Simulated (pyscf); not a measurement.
PySCF, gas phase, ωB97X-D3(BJ)/def2-SVP geometries. Correlated levels are frozen-core, on RHF or UHF. ΔMP2 is the change of the MP2 total energy from the triple- to the quadruple-zeta basis.

Task: Estimate by transition-state theory the rate constant of GeH₃• + H₂O → HO–GeH₃ + H• (doublet surface; H–O broken, Ge–O formed) at 1200 K, with CCSD(T)/def2-TZVPP + ΔMP2(QZVPP) energies (ideal gas, 1 atm, RRHO with modes under 100 cm⁻¹ raised to 100, one conformer, R ln 2 for rigid chiral ones; no tunnelling).

Result: The electronic barrier is 35.1 kcal/mol and the thermal terms add +29.2, so ΔG‡ = 64.3 kcal/mol. With k_BT/h = 2.50e+13 s⁻¹ and RT = 2.385 kcal/mol, and a volume of 1.64e-19 cm³ per molecule at 1 atm, k = 7.8e-18 cm³ molecule⁻¹ s⁻¹. Wigner's tunnelling factor for 1751i cm⁻¹ would be 1.18. A shift of 1 kcal/mol in the barrier changes k by a factor 1.5. One saddle was located; it need not be the lowest between these sides. The angle at the attacked O is 145°. The CCSD(T) − MP2 part came from Ansatz, without density fitting, on the same reference. The frozen core leaves the outer d or s,p core shells of the metals and heavy elements correlated in the MP2 and CC values, and def2-TZVPP describes them poorly, which can shift differences by a few kcal/mol. Elements up to Kr have no core potential and no relativistic terms here.
